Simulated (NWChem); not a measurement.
System: C$_{2}$H$_{3}$O, doublet; SMILES O=[C]C

All runs: NWChem. Spin-unrestricted. Medium grid unless said otherwise, to which SCAN and Minnesota functionals are sensitive. In the optimisation the excess spin sits in a' (Cs, its own frame). The geometry was optimised at PBE-D3(BJ)/def2-SVP, spin-unrestricted. No stability test was run on the SCF state. B3LYP is NWChem's, with the RPA form of VWN correlation. Total energies of different functionals are on different scales.

```json
[
 {"level": "B3LYP/def2-SVP", "energy (Ha)": "-153.0671", "highest occupied level (eV)": "-5.42", "lowest empty minus highest occupied level, either spin (eV)": "3.70", "dipole (D)": "2.45", "<S²>": "0.752"},
 {"level": "PBE/def2-SVP", "energy (Ha)": "-152.8845", "highest occupied level (eV)": "-4.09", "lowest empty minus highest occupied level, either spin (eV)": "1.61", "dipole (D)": "2.32", "<S²>": "0.751"},
 {"level": "MN15-L/def2-SVP", "energy (Ha)": "-152.8892", "highest occupied level (eV)": "-4.47", "lowest empty minus highest occupied level, either spin (eV)": "2.19", "dipole (D)": "2.56", "<S²>": "0.753"},
 {"level": "PBE0/def2-SVP", "energy (Ha)": "-152.8893", "highest occupied level (eV)": "-5.73", "lowest empty minus highest occupied level, either spin (eV)": "4.40", "dipole (D)": "2.52", "<S²>": "0.753"},
 {"level": "UHF/def2-SVP", "energy (Ha)": "-152.1788", "highest occupied level (eV)": "-10.00", "lowest empty minus highest occupied level, either spin (eV)": "13.02", "dipole (D)": "3.00", "<S²>": "0.764"},
 {"level": "OLYP/def2-SVP", "energy (Ha)": "-153.0220", "highest occupied level (eV)": "-3.98", "lowest empty minus highest occupied level, either spin (eV)": "1.59", "dipole (D)": "2.29", "<S²>": "0.752"},
 {"level": "CAM-B3LYP/def2-SVP", "energy (Ha)": "-152.9930", "highest occupied level (eV)": "-7.12", "lowest empty minus highest occupied level, either spin (eV)": "6.95", "dipole (D)": "2.51", "<S²>": "0.753"},
 {"level": "BHandHLYP/def2-SVP", "energy (Ha)": "-152.9749", "highest occupied level (eV)": "-7.26", "lowest empty minus highest occupied level, either spin (eV)": "7.06", "dipole (D)": "2.67", "<S²>": "0.754"}
]
```
